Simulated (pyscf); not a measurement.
This saddle point was located with ωB97X-D3(BJ)/def2-SVP in PySCF.

```
Si
H 1 1.5037
H 1 1.5037 2 120.00
H 1 1.5037 2 120.00 3 180.00
Si 1 2.4698 2 90.00 4 90.00
H 5 1.4939 1 109.45 2 60.01
H 5 1.4939 6 109.49 1 119.97
H 5 1.4940 6 109.49 7 120.06
Si 1 2.4698 2 90.00 4 -90.00
H 9 1.4939 1 109.45 2 -180.00
H 9 1.4939 10 109.49 1 119.97
H 9 1.4940 10 109.49 11 120.06
```
Charge 0, spin multiplicity 2.

Surface: doublet, charge 0. Lowest wavenumbers (cm⁻¹): 464i, 80, 80, 120, 198.

**Question.** Name the species on either side of this saddle.

**Answer.** `[SiH3][SiH3]` + `[SiH3]` [doublet] ⇌ `[SiH3][SiH3]` + `[SiH3]` [doublet], a substitution at Si read from left to right: Si–Si broken and Si–Si formed. At ωB97M-D3(BJ)/def2-TZVP it lies +8.2 kcal/mol from the left side and +8.2 kcal/mol from the right (each side as separated species at their lowest minima found). One saddle was located; it need not be the lowest between these sides. The angle at the attacked Si is 180°.
